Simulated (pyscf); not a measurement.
Optimised with ωB97X-D3(BJ)/def2-SVP in PySCF.

Task: For the elementary gas-phase step `[GeH3][AsH2]` + `[OH2]` → `[OH][AsH][GeH3]` + `[H][H]` (singlet surface; As–H, H–O broken, As–O, H–H formed), what barrier and reaction energy does ωB97M-D3(BJ)/def2-TZVP give, measured from the separated reactants?

Result: ΔE‡ = 2.60 eV, ΔE = +0.60 eV. Zero-point energy shifts the barrier by -0.05 eV. It is a four-centre exchange, with an imaginary mode of 1265i cm⁻¹. At the saddle there is also a short As–H contact that neither side keeps. This is the saddle that the search found; another between the same sides may lie lower. Elements up to Kr have no core potential and no relativistic terms here.
